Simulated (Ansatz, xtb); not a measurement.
Relative energy of two conformers of H3NOSi−

Structure X is the doublet with the links of `[NH-][SiH]O` and structure Y is the doublet with the links of `[NH-][SiH]O`. Both are isolated ions in the gas phase, relaxed with B3LYP-D3(BJ)/def2-SVPD.

X (Å):

```xyz
6

N    -0.0848    1.0384    0.9579
O     1.3841   -0.8012    2.3502
Si    0.0430   -0.6094    1.2486
H    -0.7779    1.3535    0.2812
H    -1.0733   -1.3011    2.0721
H     1.8403    0.0513    2.3568
```

Y (Å):

```json
{"atom": "N", "x (Å)": "-0.6451", "y (Å)": "0.4354", "z (Å)": "1.2269"}
{"atom": "O", "x (Å)": "1.0962", "y (Å)": "0.0165", "z (Å)": "-1.0862"}
{"atom": "Si", "x (Å)": "0.5800", "y (Å)": "1.0426", "z (Å)": "0.2575"}
{"atom": "H", "x (Å)": "0.0354", "y (Å)": "2.2749", "z (Å)": "-0.4671"}
{"atom": "H", "x (Å)": "-0.4568", "y (Å)": "-0.4168", "z (Å)": "1.7554"}
{"atom": "H", "x (Å)": "0.4541", "y (Å)": "-0.7009", "z (Å)": "-1.1714"}
```

Energies in hartree; the thermal terms are from B3LYP-D3(BJ)/def2-SVPD harmonic frequencies (ideal gas, rigid rotor, one conformer each, 298.15 K, 1 atm) and include the zero-point energy:

|  | X | Y |
| --- | --- | --- |
| E, CCSD(T)/def2-SVPD | −420.332786 | −420.332975 |
| E, MP2/def2-SVPD | −420.293992 | −420.294321 |
| E, MP2/def2-TZVPPD | −420.652493 | −420.652179 |
| zero-point energy | 0.033370 | 0.033595 |
| H(298 K) − E | 0.039054 | 0.039269 |
| G(298 K) − E | 0.006256 | 0.006486 |

Problem. Correct the CCSD(T) difference for the basis set by the MP2 change, then work out ΔE, ΔE₀, ΔH and ΔG for X → Y in kJ/mol (1 Eh = 2625.50 kJ/mol) and the equilibrium ratio [Y]/[X].

Solution. 1. Differences Y − X: CCSD(T) −0.000189, MP2 in the small set −0.000329, MP2 in the large set +0.000314 Eh.
2. ΔE = −0.000189 + (+0.000314 − (−0.000329)) = +0.000454 Eh = +1.19 kJ/mol.
3. ΔE₀ = ΔE + ΔZPE = +0.000454 + (+0.000225) Eh = +1.78 kJ/mol.
4. ΔH = ΔE + (+0.000215) Eh = +1.76 kJ/mol.
5. ΔG = ΔE + (+0.000230) Eh = +1.80 kJ/mol, so ΔS = (ΔH − ΔG)/T = −0.1 J/(mol K).
6. kT = 0.9442 mEh, so K = [Y]/[X] = exp(−ΔG/kT) = exp(−0.72) ≈ 0.48.

The two are too close for this level to say which is favoured. An error of 4 kJ/mol in ΔG would change K by a factor of 5. Mirror images and further conformers aren't counted.

Other levels gave ΔE = +0.4 (B3LYP-D3(BJ)/def2-SVPD); +1.8 (HF/def2-SVPD); −0.9 (MP2/def2-SVPD); −0.5 (CCSD(T)/def2-SVPD) kJ/mol. Open shells are spin-unrestricted. The correlated steps freeze 7 core orbitals. Programs: Ansatz 0.2.0.
